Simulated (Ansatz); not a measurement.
Bond stretch in Li2, singlet.

Methods: UKS-PBE = Ansatz (a quantum-chemistry and plane-wave program) with unrestricted PBE/cc-pVTZ; FCI = full CI/cc-pVTZ, frozen core (Ansatz).

Energies relative to the lowest point of each curve near equilibrium, in kJ/mol:

```csv
R / Å,UKS-PBE
2.62,0.8
2.68,0.1
2.74,0.0
2.92,2.3
2.96,3.2
3.12,8.2
4.09,48.9
4.59,64.4
5.01,73.1
5.48,78.9
6.68,83.7
8.25,84.4
```

Question: Predict the corresponding FCI column.

Answer: 2.62: 0.5; 2.68: 0.0; 2.74: 0.1; 2.92: 3.0; 2.96: 4.1; 3.12: 9.7; 4.09: 55.6; 4.59: 74.0; 5.01: 84.3; 5.48: 91.2; 6.68: 97.7; 8.25: 99.1 (kJ/mol).

The unrestricted determinant behind UKS-PBE is spin-contaminated at 3.41 to 8.25 Å (<S²> up to 1.0, against 0.00 for a pure singlet).
